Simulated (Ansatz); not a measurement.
This geometry of AlFH4 (6 atoms, charge 0, multiplicity 1) is a first-order saddle point.

Theory: Ansatz, RKS B3LYP-D4/def2-SVP.

```xyz
6
Properties=species:S:1:pos:R:3
Al 0.008 -0.115 0.004
H 0.018 0.073 1.686
H 1.401 0.155 -0.685
H -1.404 0.096 -0.664
F 0.058 -1.915 0.826
H 0.047 -1.193 1.575
```

Q: Which two structures does it join? (They come from a converged band through this point; their orientation in space is the band's.)

A: Bonds broken: Al1–H2, F5–H6. Bonds formed: H2–H6. AlFH4 becomes AlFH2 + H2.

Initial state:

```xyz
6
Properties=species:S:1:pos:R:3
Al 0.007 -0.004 0.042
H 0.015 0.276 1.647
H 1.385 0.144 -0.722
H -1.389 0.079 -0.700
F 0.057 -1.930 0.821
H 0.054 -1.464 1.655
```

Final state:

```xyz
6
Properties=species:S:1:pos:R:3
Al 0.016 -0.544 -0.292
H 0.019 0.156 1.977
H 1.400 0.166 -0.549
H -1.402 0.102 -0.525
F 0.057 -2.173 0.102
H 0.037 -0.605 2.029
```

Q: How far does it lie above each of them?

A: 1.3 kJ/mol above the first and 126.3 kJ/mol above the second. This is the barrier of this one path; another mechanism may lie lower. The orbitals stay closed-shell, which can raise the energy where a bond breaks towards radicals; this wasn't checked here.

Run time: 72 s on 1 thread of Intel(R) Xeon(R) Platinum 8259CL CPU @ 2.50GHz (Skylake/Cascade Lake) (shared host), peak memory 0.11 GiB.
